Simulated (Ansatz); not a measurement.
# HSeGe⁺, singlet in cc-pVDZ: errors against RCCSDTQ

Geometry: that of the HSeGe, doublet, kept fixed.

```xyz
3

Ge    0.0000   -0.4514    1.6394
Se    0.0000   -0.5019   -0.6961
H     0.0000    0.9534   -0.9433
```

Basis cc-pVDZ; Ansatz 0.2.0. Only valence electrons are correlated (noble-gas cores and the filled d shells of p-block atoms frozen), which leaves 10 electrons in 31 orbitals. Prefix R: restricted or restricted open-shell reference. Active spaces: valence = (10e, 9o) chosen from the atoms' valence shells. No spin–orbit coupling is included, and no scalar relativity.

Full CI isn't at hand for all of this; RCCSDTQ serves as the reference, and is uncertain by about the last step of the cluster series.

The UHF ⟨S²⟩ is 0.000, the T1 diagnostic (RCCSD) is 0.0292 and the largest doubles amplitude (RCCSD) is 0.088.

```tsv
level	E − E(RHF) (eV)
RMP2	-4.7088
RCCSD	-5.4967
RCCSD(T)	-5.7201
```

Question: Estimate how far RCCSDTQ in cc-pVDZ lies from RCCSD(T). The table doesn't fix it; the size of (T) and the diagnostics are the guide.

Answer: RCCSDTQ in cc-pVDZ lies 4.8 kJ/mol below RCCSD(T), which is 22 % of the (T) step (-21.6 kJ/mol). T1 is raised, but (T) still catches most of what CCSD lacks. The miss exceeds 1 kcal/mol.

The other levels:

| level | E − E(RCCSDTQ) (kJ/mol) | share of correlation (%) | wall time |
| --- | --- | --- | --- |
| CISD | 69.6 | 87.49 | 1.6 s |
| BCCD(T) | 4.8 | 99.13 | 1.9 s |
| RCCSDT | 1.7 | 99.70 | – |
| RCCSDT(Q) | -0.3 | 100.05 | 6 s |
| CASSCF (valence space) | 354.1 | 36.39 | – |
| NEVPT2 (valence space) | 76.7 | 86.22 | 9.5 s |
| MRCISD (valence space) | 24.4 | 95.62 | – |
| MRCISD+Q (valence space) | 1.4 | 99.75 | 11 s |

The correlation energy at RCCSDTQ, counted from RHF, is -5.769 eV. That run took 15 s on 2 threads of AMD EPYC 7R13 with a shared H100 80 GB, shared host.

Times hold each run's SCF and search for its determinant on a shared host, so for small cases they say little of a method's own cost; they ran on 1 thread of AMD EPYC 7R13.

Natural occupations of CASSCF (valence space) about the gap: 1.995 1.968 1.966 1.944 1.936 0.064 0.056 0.040 0.031; effectively unpaired electrons, Σ n²(2−n)², 0.07.
